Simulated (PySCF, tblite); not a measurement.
# CH₃N: bond homolysis, part 2 of 3

tblite 0.8.0 and PySCF 2.14.0. Atoms count from 0. Earlier steps stand in the parts before.

## (16) Single point (CH2N radical, [CH]=N): PBE0-D3(BJ)/def2-TZVP

Geometry: PBE0-D3(BJ)/def2-SVP.

The job: settings as JSON, then the geometry in Å.

```
{"job": {"kind": "sp", "xc": "PBE0", "basis": "def2-TZVP", "d3": "d3bj", "grid": 2}, "charge": 0, "multiplicity": 2}
C     -0.342139    -0.008561    -0.019715
N      0.795609    -0.456109    -0.056581
H     -0.771785     1.010306     0.067318
H      1.616885     0.163798    -0.002267
```

The log of the run:

```text
coarse grid: 3392 points
cycle   1  E = -93.8693368620  dE =  1.291e-01  |g| = 1.959e-01  |ddm| = 1.102e+00
cycle   2  E = -93.8440544387  dE =  2.528e-02  |g| = 3.202e-01  |ddm| = 3.625e-01
cycle   3  E = -93.8874901449  dE = -4.344e-02  |g| = 6.407e-02  |ddm| = 2.177e-01
cycle   4  E = -93.8894190339  dE = -1.929e-03  |g| = 1.682e-02  |ddm| = 5.822e-02
cycle   5  E = -93.8896472786  dE = -2.282e-04  |g| = 4.675e-03  |ddm| = 1.678e-02
cycle   6  E = -93.8896791520  dE = -3.187e-05  |g| = 1.989e-03  |ddm| = 7.492e-03
cycle   7  E = -93.8896911925  dE = -1.204e-05  |g| = 8.964e-04  |ddm| = 4.824e-03
cycle   8  E = -93.8896946857  dE = -3.493e-06  |g| = 2.969e-04  |ddm| = 3.223e-03
final grid: 32944 points
cycle   9  E = -93.8844995314  dE = -1.307e-05  |g| = 2.764e-03  |ddm| = 1.037e-02
cycle  10  E = -93.8844968996  dE =  2.632e-06  |g| = 3.789e-03  |ddm| = 4.830e-03
cycle  11  E = -93.8845024868  dE = -5.587e-06  |g| = 9.726e-04  |ddm| = 2.526e-03
cycle  12  E = -93.8845029319  dE = -4.451e-07  |g| = 1.172e-04  |ddm| = 5.900e-04
cycle  13  E = -93.8845029505  dE = -1.861e-08  |g| = 5.257e-05  |ddm| = 1.734e-04
cycle  14  E = -93.8845029569  dE = -6.330e-09  |g| = 1.866e-05  |ddm| = 1.140e-04
converged SCF energy = -93.8845029569
```

Wall time 0.94 s (1 thread of Arm Neoverse V2, shared host).

## (17) Bond homolysis: PBE0-D3(BJ)/def2-TZVP

This step combines the energies above: geometries from PBE0-D3(BJ)/def2-SVP, zero-point and thermal terms from PBE0-D3(BJ)/def2-SVP.

The job: settings as JSON, then the geometry in Å.

```
{"job": {"kind": "bd", "cap": 8, "geom": {"xc": "PBE0", "basis": "def2-SVP", "d3": "d3bj", "grid": 1}, "hess": 1, "level": {"xc": "PBE0", "basis": "def2-TZVP", "d3": "d3bj"}}, "charge": 0, "multiplicity": 1}
C     -0.381102    -0.028448    -0.011479
N      0.778595    -0.530825    -0.043913
H     -1.257336    -0.695267    -0.067885
H     -0.608494     1.051700     0.070988
H      1.488313     0.207717     0.017367
```

Output (the driver's rows laid out field by field):

```text
homolysis bond by bond, PBE0-D3(BJ)/def2-TZVP // PBE0-D3(BJ)/def2-SVP

row 1
  atoms                   1 4
  elements                N H
  length                  1.0261
  fragments               formula CH2N, charge 0, multiplicity 2, smiles C=[N], kept yes, pieces 1, point_group C2v, largest_spin N 0.975; formula H, charge 0, multiplicity 2, smiles [H], kept yes, pieces 1
  electronic              383.33
  zero_kelvin             344.43
  enthalpy                350.65
  free_energy             317.32

row 2
  atoms                   0 2
  elements                C H
  length                  1.1025
  fragments               formula CH2N, charge 0, multiplicity 2, smiles [CH]=N, kept yes, pieces 1, point_group Cs, largest_spin C 0.747; formula H, charge 0, multiplicity 2, smiles [H], kept yes, pieces 1
  electronic              435.01
  zero_kelvin             395.81
  enthalpy                402.18
  free_energy             367.37
```

Run time: 27 s. Hardware: 1 thread of Arm Neoverse V2, shared host.

Some single points behind these values are not shown above.

Dissociation energies (kJ/mol, gas phase, 298 K for the thermal columns):

```csv
bond,fragments,electronic,enthalpy,free energy
N1–H4,C=[N] + [H],383.3,350.6,317.3
C0–H2,[CH]=N + [H],435.0,402.2,367.4
```

## (18) Single point (CH3N): wavefunction

Geometry: PBE0-D3(BJ)/def2-SVP.

The job: settings as JSON, then the geometry in Å.

```
{"job": {"kind": "sp", "xc": "CCSD(T)", "basis": "jun-cc-pV(T+d)Z", "grid": 2}, "charge": 0, "multiplicity": 1}
C     -0.381102    -0.028448    -0.011479
N      0.778595    -0.530825    -0.043913
H     -1.257336    -0.695267    -0.067885
H     -0.608494     1.051700     0.070988
H      1.488313     0.207717     0.017367
```

With the program's defaults for keys left out, this is: wavefunction single point, frozen core, gas phase.

The log of the run:

```text
final grid: 38320 points
cycle   1  E = -94.0312427957  dE =  9.945e-02  |g| = 3.515e-01  |ddm| = 1.355e+00
cycle   2  E = -94.0592869145  dE = -2.804e-02  |g| = 2.055e-01  |ddm| = 2.863e-01
cycle   3  E = -94.0677423647  dE = -8.455e-03  |g| = 4.398e-02  |ddm| = 1.175e-01
cycle   4  E = -94.0684886693  dE = -7.463e-04  |g| = 1.443e-02  |ddm| = 4.008e-02
cycle   5  E = -94.0685812745  dE = -9.261e-05  |g| = 5.114e-03  |ddm| = 1.466e-02
cycle   6  E = -94.0686012143  dE = -1.994e-05  |g| = 2.330e-03  |ddm| = 6.816e-03
cycle   7  E = -94.0686051253  dE = -3.911e-06  |g| = 5.365e-04  |ddm| = 3.845e-03
cycle   8  E = -94.0686053203  dE = -1.951e-07  |g| = 8.097e-05  |ddm| = 9.508e-04
cycle   9  E = -94.0686053260  dE = -5.711e-09  |g| = 1.612e-05  |ddm| = 1.830e-04
converged SCF energy = -94.0686053260
E(HF, exact integrals) = -94.0686353503
E(MP2) = -94.4420797245
E(CCSD) = -94.4590006520
E(CCSD(T)) = -94.4760463488
T1 diagnostic = 0.0123
```

It took 35 s on 1 thread of Arm Neoverse V2, shared host; peak memory 1.8 GiB.

## (19) Single point (CH2N radical, C=[N]): wavefunction

Geometry: PBE0-D3(BJ)/def2-SVP.

The job: settings as JSON, then the geometry in Å.

```
{"job": {"kind": "sp", "xc": "CCSD(T)", "basis": "jun-cc-pV(T+d)Z", "grid": 2}, "charge": 0, "multiplicity": 2}
C     -0.380192    -0.041161    -0.023675
N      0.777464    -0.490347    -0.058453
H     -1.265123    -0.708300    -0.063948
H     -0.580565     1.047089     0.049068
```

With the program's defaults for keys left out, this is: wavefunction single point, frozen core, gas phase.

The log of the run:

```text
final grid: 32944 points
cycle   1  E = -93.3959319012  dE =  1.078e-02  |g| = 2.699e-01  |ddm| = 9.422e-01
cycle   2  E = -93.4437554151  dE = -4.782e-02  |g| = 1.699e-01  |ddm| = 2.304e-01
cycle   3  E = -93.4581140504  dE = -1.436e-02  |g| = 5.509e-02  |ddm| = 1.042e-01
cycle   4  E = -93.4619786177  dE = -3.865e-03  |g| = 2.206e-02  |ddm| = 5.348e-02
cycle   5  E = -93.4629548759  dE = -9.763e-04  |g| = 1.353e-02  |ddm| = 2.770e-02
cycle   6  E = -93.4634930346  dE = -5.382e-04  |g| = 1.175e-02  |ddm| = 1.844e-02
cycle   7  E = -93.4641676948  dE = -6.747e-04  |g| = 1.074e-02  |ddm| = 2.453e-02
cycle   8  E = -93.4656986130  dE = -1.531e-03  |g| = 7.645e-03  |ddm| = 6.746e-02
cycle   9  E = -93.4664564317  dE = -7.578e-04  |g| = 2.562e-03  |ddm| = 7.808e-02
cycle  10  E = -93.4663768679  dE =  7.956e-05  |g| = 3.082e-03  |ddm| = 2.535e-02
cycle  11  E = -93.4664661200  dE = -8.925e-05  |g| = 5.298e-04  |ddm| = 2.480e-02
cycle  12  E = -93.4664662709  dE = -1.509e-07  |g| = 2.930e-04  |ddm| = 1.679e-03
cycle  13  E = -93.4664667917  dE = -5.208e-07  |g| = 4.259e-05  |ddm| = 2.104e-03
cycle  14  E = -93.4664667993  dE = -7.561e-09  |g| = 1.862e-05  |ddm| = 3.352e-04
converged SCF energy = -93.4664667993
E(HF, exact integrals) = -93.4664959758
E(MP2) = -93.7776389161
E(CCSD) = -93.8106153508
E(CCSD(T)) = -93.8257346666
T1 diagnostic = 0.0623
```

Run time: 97 s. Hardware: 1 thread of Arm Neoverse V2, shared host; peak memory 5.6 GiB.

## (20) Single point (H radical): wavefunction

Geometry: atom.

The job: settings as JSON, then the geometry in Å.

```
{"job": {"kind": "sp", "xc": "CCSD(T)", "basis": "jun-cc-pV(T+d)Z", "grid": 2}, "charge": 0, "multiplicity": 2}
H      0.000000     0.000000     0.000000
```

Level: wavefunction single point, frozen core, gas phase.

The log of the run:

```text
final grid: 5376 points
cycle   1  E = -0.4905850801  dE = -1.680e-01  |g| = 7.208e-02  |ddm| = 4.055e-01
cycle   2  E = -0.4984181787  dE = -7.833e-03  |g| = 2.800e-02  |ddm| = 1.456e-01
cycle   3  E = -0.4998097698  dE = -1.392e-03  |g| = 1.956e-04  |ddm| = 9.042e-02
cycle   4  E = -0.4998098110  dE = -4.117e-08  |g| = 2.474e-05  |ddm| = 4.152e-04
cycle   5  E = -0.4998098113  dE = -2.917e-10  |g| = 2.774e-08  |ddm| = 3.979e-05
converged SCF energy = -0.4998098113
E(HF, exact integrals) = -0.4998098113
```

Wall time 0.02 s (1 thread of Arm Neoverse V2, shared host).

## (21) Single point (CH2N radical, [CH]=N): wavefunction

Geometry: PBE0-D3(BJ)/def2-SVP.

The job: settings as JSON, then the geometry in Å.

```
{"job": {"kind": "sp", "xc": "CCSD(T)", "basis": "jun-cc-pV(T+d)Z", "grid": 2}, "charge": 0, "multiplicity": 2}
C     -0.342139    -0.008561    -0.019715
N      0.795609    -0.456109    -0.056581
H     -0.771785     1.010306     0.067318
H      1.616885     0.163798    -0.002267
```

With the program's defaults for keys left out, this is: wavefunction single point, frozen core, gas phase.

The log of the run:

```text
final grid: 32944 points
cycle   1  E = -93.3856744092  dE =  1.289e-01  |g| = 2.334e-01  |ddm| = 1.214e+00
cycle   2  E = -93.4195484251  dE = -3.387e-02  |g| = 1.212e-01  |ddm| = 3.950e-01
cycle   3  E = -93.4273874486  dE = -7.839e-03  |g| = 5.165e-02  |ddm| = 1.145e-01
cycle   4  E = -93.4300253705  dE = -2.638e-03  |g| = 2.024e-02  |ddm| = 9.014e-02
cycle   5  E = -93.4308468027  dE = -8.214e-04  |g| = 1.206e-02  |ddm| = 4.690e-02
cycle   6  E = -93.4313329024  dE = -4.861e-04  |g| = 8.729e-03  |ddm| = 2.657e-02
cycle   7  E = -93.4316767119  dE = -3.438e-04  |g| = 6.845e-03  |ddm| = 2.088e-02
cycle   8  E = -93.4319670473  dE = -2.903e-04  |g| = 5.654e-03  |ddm| = 2.106e-02
cycle   9  E = -93.4322581117  dE = -2.911e-04  |g| = 4.442e-03  |ddm| = 2.490e-02
cycle  10  E = -93.4325763853  dE = -3.183e-04  |g| = 1.692e-03  |ddm| = 4.802e-02
cycle  11  E = -93.4325931532  dE = -1.677e-05  |g| = 5.751e-04  |ddm| = 8.309e-03
cycle  12  E = -93.4325956523  dE = -2.499e-06  |g| = 3.265e-04  |ddm| = 4.991e-03
cycle  13  E = -93.4325957683  dE = -1.160e-07  |g| = 8.090e-05  |ddm| = 5.125e-04
cycle  14  E = -93.4325957782  dE = -9.948e-09  |g| = 3.704e-05  |ddm| = 1.284e-04
converged SCF energy = -93.4325957782
E(HF, exact integrals) = -93.4326305454
E(MP2) = -93.7671048260
E(CCSD) = -93.7880016311
E(CCSD(T)) = -93.8047836782
T1 diagnostic = 0.0535
```

Run time: 97 s. Hardware: 1 thread of Arm Neoverse V2, shared host; peak memory 5.6 GiB.

## (22) Bond homolysis: CCSD(T)/jun-cc-pV(T+d)Z

This step combines the energies above: geometries from PBE0-D3(BJ)/def2-SVP, zero-point and thermal terms from PBE0-D3(BJ)/def2-SVP.

The job: settings as JSON, then the geometry in Å.

```
{"job": {"kind": "bd", "cap": 8, "geom": {"xc": "PBE0", "basis": "def2-SVP", "d3": "d3bj", "grid": 1}, "hess": 1, "level": {"xc": "CCSD(T)", "basis": "jun-cc-pV(T+d)Z"}}, "charge": 0, "multiplicity": 1}
C     -0.381102    -0.028448    -0.011479
N      0.778595    -0.530825    -0.043913
H     -1.257336    -0.695267    -0.067885
H     -0.608494     1.051700     0.070988
H      1.488313     0.207717     0.017367
```

Output (the driver's rows laid out field by field):

```text
homolysis bond by bond, CCSD(T)/jun-cc-pV(T+d)Z // PBE0-D3(BJ)/def2-SVP

row 1
  atoms                   1 4
  elements                N H
  length                  1.0261
  fragments               formula CH2N, charge 0, multiplicity 2, smiles C=[N], kept yes, pieces 1, point_group C2v, largest_spin N 1.388; formula H, charge 0, multiplicity 2, smiles [H], kept yes, pieces 1
  electronic              395.14
  zero_kelvin             356.24
  enthalpy                362.47
  free_energy             329.13
  flags                   spin_contaminated

row 2
  atoms                   0 2
  elements                C H
  length                  1.1025
  fragments               formula CH2N, charge 0, multiplicity 2, smiles [CH]=N, kept yes, pieces 1, point_group Cs, largest_spin C 1.107; formula H, charge 0, multiplicity 2, smiles [H], kept yes, pieces 1
  electronic              450.15
  zero_kelvin             410.95
  enthalpy                417.32
  free_energy             382.5
```

Wall time 3.8 min (1 thread of Arm Neoverse V2, shared host); peak memory 5.6 GiB.

Dissociation energies (kJ/mol, gas phase, 298 K for the thermal columns):

| bond | fragments | electronic | enthalpy | free energy |
| --- | --- | --- | --- | --- |
| N1–H4 | C=[N] + [H] | 395.1 | 362.5 | 329.1 |
| C0–H2 | [CH]=N + [H] | 450.1 | 417.3 | 382.5 |

## (23) Single point (CH3N): wavefunction

Geometry: PBE0-D3(BJ)/def2-SVP.

The job: settings as JSON, then the geometry in Å.

```
{"job": {"kind": "sp", "xc": "MP2", "basis": "jun-cc-pV(T+d)Z", "grid": 2}, "charge": 0, "multiplicity": 1}
C     -0.381102    -0.028448    -0.011479
N      0.778595    -0.530825    -0.043913
H     -1.257336    -0.695267    -0.067885
H     -0.608494     1.051700     0.070988
H      1.488313     0.207717     0.017367
```

Level: wavefunction single point, frozen core, gas phase.

The log of the run:

```text
final grid: 38320 points
cycle   1  E = -94.0312427957  dE =  9.945e-02  |g| = 3.515e-01  |ddm| = 1.355e+00
cycle   2  E = -94.0592869145  dE = -2.804e-02  |g| = 2.055e-01  |ddm| = 2.863e-01
cycle   3  E = -94.0677423647  dE = -8.455e-03  |g| = 4.398e-02  |ddm| = 1.175e-01
cycle   4  E = -94.0684886693  dE = -7.463e-04  |g| = 1.443e-02  |ddm| = 4.008e-02
cycle   5  E = -94.0685812745  dE = -9.261e-05  |g| = 5.114e-03  |ddm| = 1.466e-02
cycle   6  E = -94.0686012143  dE = -1.994e-05  |g| = 2.330e-03  |ddm| = 6.816e-03
cycle   7  E = -94.0686051253  dE = -3.911e-06  |g| = 5.365e-04  |ddm| = 3.845e-03
cycle   8  E = -94.0686053203  dE = -1.951e-07  |g| = 8.097e-05  |ddm| = 9.508e-04
cycle   9  E = -94.0686053260  dE = -5.711e-09  |g| = 1.612e-05  |ddm| = 1.830e-04
converged SCF energy = -94.0686053260
E(HF, exact integrals) = -94.0686353503
E(MP2) = -94.4420795708
```

Wall time 1.8 s (1 thread of Arm Neoverse V2, shared host); peak memory 0.82 GiB.

## (24) Single point (CH₂N radical, C=[N]): wavefunction

Geometry: PBE0-D3(BJ)/def2-SVP.

The job: settings as JSON, then the geometry in Å.

```
{"job": {"kind": "sp", "xc": "MP2", "basis": "jun-cc-pV(T+d)Z", "grid": 2}, "charge": 0, "multiplicity": 2}
C     -0.380192    -0.041161    -0.023675
N      0.777464    -0.490347    -0.058453
H     -1.265123    -0.708300    -0.063948
H     -0.580565     1.047089     0.049068
```

With the program's defaults for keys left out, this is: wavefunction single point, frozen core, gas phase.

The log of the run:

```text
final grid: 32944 points
cycle   1  E = -93.3959319012  dE =  1.078e-02  |g| = 2.699e-01  |ddm| = 9.422e-01
cycle   2  E = -93.4437554151  dE = -4.782e-02  |g| = 1.699e-01  |ddm| = 2.304e-01
cycle   3  E = -93.4581140504  dE = -1.436e-02  |g| = 5.509e-02  |ddm| = 1.042e-01
cycle   4  E = -93.4619786177  dE = -3.865e-03  |g| = 2.206e-02  |ddm| = 5.348e-02
cycle   5  E = -93.4629548759  dE = -9.763e-04  |g| = 1.353e-02  |ddm| = 2.770e-02
cycle   6  E = -93.4634930346  dE = -5.382e-04  |g| = 1.175e-02  |ddm| = 1.844e-02
cycle   7  E = -93.4641676948  dE = -6.747e-04  |g| = 1.074e-02  |ddm| = 2.453e-02
cycle   8  E = -93.4656986130  dE = -1.531e-03  |g| = 7.645e-03  |ddm| = 6.746e-02
cycle   9  E = -93.4664564317  dE = -7.578e-04  |g| = 2.562e-03  |ddm| = 7.808e-02
cycle  10  E = -93.4663768679  dE =  7.956e-05  |g| = 3.082e-03  |ddm| = 2.535e-02
cycle  11  E = -93.4664661200  dE = -8.925e-05  |g| = 5.298e-04  |ddm| = 2.480e-02
cycle  12  E = -93.4664662709  dE = -1.509e-07  |g| = 2.930e-04  |ddm| = 1.679e-03
cycle  13  E = -93.4664667917  dE = -5.208e-07  |g| = 4.259e-05  |ddm| = 2.104e-03
cycle  14  E = -93.4664667993  dE = -7.561e-09  |g| = 1.862e-05  |ddm| = 3.352e-04
converged SCF energy = -93.4664667993
E(HF, exact integrals) = -93.4664959758
E(MP2) = -93.7776387783
```

Run time: 2.3 s. Hardware: 1 thread of Arm Neoverse V2, shared host.

## (25) Single point (H radical): wavefunction

Geometry: atom.

The job: settings as JSON, then the geometry in Å.

```
{"job": {"kind": "sp", "xc": "MP2", "basis": "jun-cc-pV(T+d)Z", "grid": 2}, "charge": 0, "multiplicity": 2}
H      0.000000     0.000000     0.000000
```

With the program's defaults for keys left out, this is: wavefunction single point, frozen core, gas phase.

The log of the run:

```text
final grid: 5376 points
cycle   1  E = -0.4905850801  dE = -1.680e-01  |g| = 7.208e-02  |ddm| = 4.055e-01
cycle   2  E = -0.4984181787  dE = -7.833e-03  |g| = 2.800e-02  |ddm| = 1.456e-01
cycle   3  E = -0.4998097698  dE = -1.392e-03  |g| = 1.956e-04  |ddm| = 9.042e-02
cycle   4  E = -0.4998098110  dE = -4.117e-08  |g| = 2.474e-05  |ddm| = 4.152e-04
cycle   5  E = -0.4998098113  dE = -2.917e-10  |g| = 2.774e-08  |ddm| = 3.979e-05
converged SCF energy = -0.4998098113
E(HF, exact integrals) = -0.4998098113
```

Run time: 0.02 s. Hardware: 1 thread of Arm Neoverse V2, shared host.

## (26) Single point (CH2N radical, [CH]=N): wavefunction

Geometry: PBE0-D3(BJ)/def2-SVP.

The job: settings as JSON, then the geometry in Å.

```
{"job": {"kind": "sp", "xc": "MP2", "basis": "jun-cc-pV(T+d)Z", "grid": 2}, "charge": 0, "multiplicity": 2}
C     -0.342139    -0.008561    -0.019715
N      0.795609    -0.456109    -0.056581
H     -0.771785     1.010306     0.067318
H      1.616885     0.163798    -0.002267
```

Level: wavefunction single point, frozen core, gas phase.

The log of the run:

```text
final grid: 32944 points
cycle   1  E = -93.3856744092  dE =  1.289e-01  |g| = 2.334e-01  |ddm| = 1.214e+00
cycle   2  E = -93.4195484251  dE = -3.387e-02  |g| = 1.212e-01  |ddm| = 3.950e-01
cycle   3  E = -93.4273874486  dE = -7.839e-03  |g| = 5.165e-02  |ddm| = 1.145e-01
cycle   4  E = -93.4300253705  dE = -2.638e-03  |g| = 2.024e-02  |ddm| = 9.014e-02
cycle   5  E = -93.4308468027  dE = -8.214e-04  |g| = 1.206e-02  |ddm| = 4.690e-02
cycle   6  E = -93.4313329024  dE = -4.861e-04  |g| = 8.729e-03  |ddm| = 2.657e-02
cycle   7  E = -93.4316767119  dE = -3.438e-04  |g| = 6.845e-03  |ddm| = 2.088e-02
cycle   8  E = -93.4319670473  dE = -2.903e-04  |g| = 5.654e-03  |ddm| = 2.106e-02
cycle   9  E = -93.4322581117  dE = -2.911e-04  |g| = 4.442e-03  |ddm| = 2.490e-02
cycle  10  E = -93.4325763853  dE = -3.183e-04  |g| = 1.692e-03  |ddm| = 4.802e-02
cycle  11  E = -93.4325931532  dE = -1.677e-05  |g| = 5.751e-04  |ddm| = 8.309e-03
cycle  12  E = -93.4325956523  dE = -2.499e-06  |g| = 3.265e-04  |ddm| = 4.991e-03
cycle  13  E = -93.4325957683  dE = -1.160e-07  |g| = 8.090e-05  |ddm| = 5.125e-04
cycle  14  E = -93.4325957782  dE = -9.948e-09  |g| = 3.704e-05  |ddm| = 1.284e-04
converged SCF energy = -93.4325957782
E(HF, exact integrals) = -93.4326305454
E(MP2) = -93.7671050444
```

It took 2.4 s on 1 thread of Arm Neoverse V2, shared host.

## (27) Bond homolysis: MP2/jun-cc-pV(T+d)Z

This step combines the energies above: geometries from PBE0-D3(BJ)/def2-SVP, zero-point and thermal terms from PBE0-D3(BJ)/def2-SVP.

The job: settings as JSON, then the geometry in Å.

```
{"job": {"kind": "bd", "cap": 8, "geom": {"xc": "PBE0", "basis": "def2-SVP", "d3": "d3bj", "grid": 1}, "hess": 1, "level": {"xc": "MP2", "basis": "jun-cc-pV(T+d)Z"}}, "charge": 0, "multiplicity": 1}
C     -0.381102    -0.028448    -0.011479
N      0.778595    -0.530825    -0.043913
H     -1.257336    -0.695267    -0.067885
H     -0.608494     1.051700     0.070988
H      1.488313     0.207717     0.017367
```

Output (the driver's rows laid out field by field):

```text
homolysis bond by bond, MP2/jun-cc-pV(T+d)Z // PBE0-D3(BJ)/def2-SVP

row 1
  atoms                   1 4
  elements                N H
  length                  1.0261
  fragments               formula CH2N, charge 0, multiplicity 2, smiles C=[N], kept yes, pieces 1, point_group C2v, largest_spin N 1.388; formula H, charge 0, multiplicity 2, smiles [H], kept yes, pieces 1
  electronic              432.24
  zero_kelvin             393.34
  enthalpy                399.56
  free_energy             366.23
  flags                   spin_contaminated

row 2
  atoms                   0 2
  elements                C H
  length                  1.1025
  fragments               formula CH2N, charge 0, multiplicity 2, smiles [CH]=N, kept yes, pieces 1, point_group Cs, largest_spin C 1.107; formula H, charge 0, multiplicity 2, smiles [H], kept yes, pieces 1
  electronic              459.89
  zero_kelvin             420.69
  enthalpy                427.06
  free_energy             392.25
```

Run time: 6.6 s. Hardware: 1 thread of Arm Neoverse V2, shared host.

Dissociation energies (kJ/mol, gas phase, 298 K for the thermal columns):

| bond | fragments | electronic | enthalpy | free energy |
| --- | --- | --- | --- | --- |
| N1–H4 | C=[N] + [H] | 432.2 | 399.6 | 366.2 |
| C0–H2 | [CH]=N + [H] | 459.9 | 427.1 | 392.2 |

## (28) Single point (CH₃N): HF/jun-cc-pV(T+d)Z

Geometry: PBE0-D3(BJ)/def2-SVP.

The job: settings as JSON, then the geometry in Å.

```
{"job": {"kind": "sp", "xc": "HF", "basis": "jun-cc-pV(T+d)Z", "grid": 2}, "charge": 0, "multiplicity": 1}
C     -0.381102    -0.028448    -0.011479
N      0.778595    -0.530825    -0.043913
H     -1.257336    -0.695267    -0.067885
H     -0.608494     1.051700     0.070988
H      1.488313     0.207717     0.017367
```

The log of the run:

```text
final grid: 38320 points
cycle   1  E = -94.0312427957  dE =  9.945e-02  |g| = 3.515e-01  |ddm| = 1.355e+00
cycle   2  E = -94.0592869145  dE = -2.804e-02  |g| = 2.055e-01  |ddm| = 2.863e-01
cycle   3  E = -94.0677423647  dE = -8.455e-03  |g| = 4.398e-02  |ddm| = 1.175e-01
cycle   4  E = -94.0684886693  dE = -7.463e-04  |g| = 1.443e-02  |ddm| = 4.008e-02
cycle   5  E = -94.0685812745  dE = -9.261e-05  |g| = 5.114e-03  |ddm| = 1.466e-02
cycle   6  E = -94.0686012143  dE = -1.994e-05  |g| = 2.330e-03  |ddm| = 6.816e-03
cycle   7  E = -94.0686051253  dE = -3.911e-06  |g| = 5.365e-04  |ddm| = 3.845e-03
cycle   8  E = -94.0686053203  dE = -1.951e-07  |g| = 8.097e-05  |ddm| = 9.508e-04
cycle   9  E = -94.0686053260  dE = -5.711e-09  |g| = 1.612e-05  |ddm| = 1.830e-04
converged SCF energy = -94.0686053260
```

It took 0.26 s on 1 thread of Arm Neoverse V2, shared host.

(Continued in part 3 of 3.)
